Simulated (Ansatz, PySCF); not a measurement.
Molecule: CH₅N, charge 0, multiplicity 1. SMILES: CN
Coordinates optimised at B3LYP-D3(BJ)/def2-TZVP (Ansatz, a first-principles code):
```
C
H 1 1.0912
H 1 1.0912 2 107.19
H 1 1.0988 2 107.88 3 -115.94
N 1 1.4624 2 109.21 3 118.20
H 5 1.0129 1 110.75 2 -179.27
H 5 1.0129 6 106.88 1 120.72
```
Charge 0, spin multiplicity 1.

Wanted: atomisation energy (electronic, to ground-state atoms), in kcal/mol. Correlated levels leave the core frozen unless marked. UHF or UKS for open shells. No spin-orbit coupling. Non-relativistic unless marked X2C. The coupled-cluster limit lacks core correlation, which all-electron functionals hold. CBS(X,Y): correlation extrapolated as X^-3; Hartree-Fock from the larger set. [CCSD(T)-MP2]/basis is that difference in the basis named.

```
level                                                                 program  atomisation energy (kcal/mol)
-------------------------------------------------------------  --------------  -----------------------------
revPBE/def2-TZVPD                                                      Ansatz                          572.9
TPSS-D4/def2-TZVPD                                              PySCF + dftd4                          587.7
M06-L/def2-TZVPD                                                        PySCF                            ___
PBE0/STO-3G                                                            Ansatz                          661.9
PBE0-D3(BJ)/def2-TZVPD                                         Ansatz + dftd3                            ___
r2SCAN0-D4/def2-TZVPD                                          Ansatz + dftd4                          570.8
CAM-B3LYP/def2-TZVPD                                                   Ansatz                          585.1
wB97M-V/def2-TZVPD                                                     Ansatz                            ___
B2PLYP-D3(BJ)/def2-TZVPD                                       Ansatz + dftd3                          576.1
SCS-MP2/STO-3G                                                         Ansatz                          551.3
SCS-MP2/cc-pVTZ                                                        Ansatz                          572.0
SCS-MP2/def2-TZVPP                                                     Ansatz                          573.1
X2C-CCSD(T)/cc-pVTZ-DK                                                 Ansatz                          565.6
RI-MP2/CBS(aug-cc-pVTZ,aug-cc-pVQZ)+[CCSD(T)-MP2]/aug-cc-pVTZ          Ansatz                          582.4
```

**Question.** What belongs in the gaps?

**Answer.** 
- M06-L/def2-TZVPD, atomisation energy (kcal/mol): 572.6
- PBE0-D3(BJ)/def2-TZVPD, atomisation energy (kcal/mol): 581.4
- wB97M-V/def2-TZVPD, atomisation energy (kcal/mol): 583.0
